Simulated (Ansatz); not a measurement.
C6H12 can be A, `CCC=C(C)C`, or B, `C=CC(C)CC`.

Program: Ansatz. Geometries: PBE0-D4/def2-TZVP. ΔE: electronic, gas phase. CCSD(T)/CBS is the MP2 limit (def2-TZVPP, def2-QZVPP) plus CCSD(T) − MP2 in def2-TZVPP, frozen cores. Functionals use def2-TZVPP. B3LYP here is the variant with VWN-RPA as its local correlation; programs differ in this. Each species was taken in one conformer, which may not be the lowest.

Which isomer does CCSD(T)/CBS put lower? Give the gap. (An estimate is asked.)

Computed: A, by 10.1 kJ/mol.

Give E(B) − E(A) in kJ/mol with r2SCAN-D4, PBE0-D4, B3LYP-D4, PBE-D4, B3LYP, HF/def2-TZVPP, MP2/def2-TZVPP. (Estimate.)

Ansatz gave: r2SCAN-D4 16.7, PBE0-D4 17.7, B3LYP-D4 16.0, PBE-D4 19.2, B3LYP 18.7, HF/def2-TZVPP 12.1, MP2/def2-TZVPP 11.3. None reverses the order clearly.

Largest T1 diagnostic: 0.009.
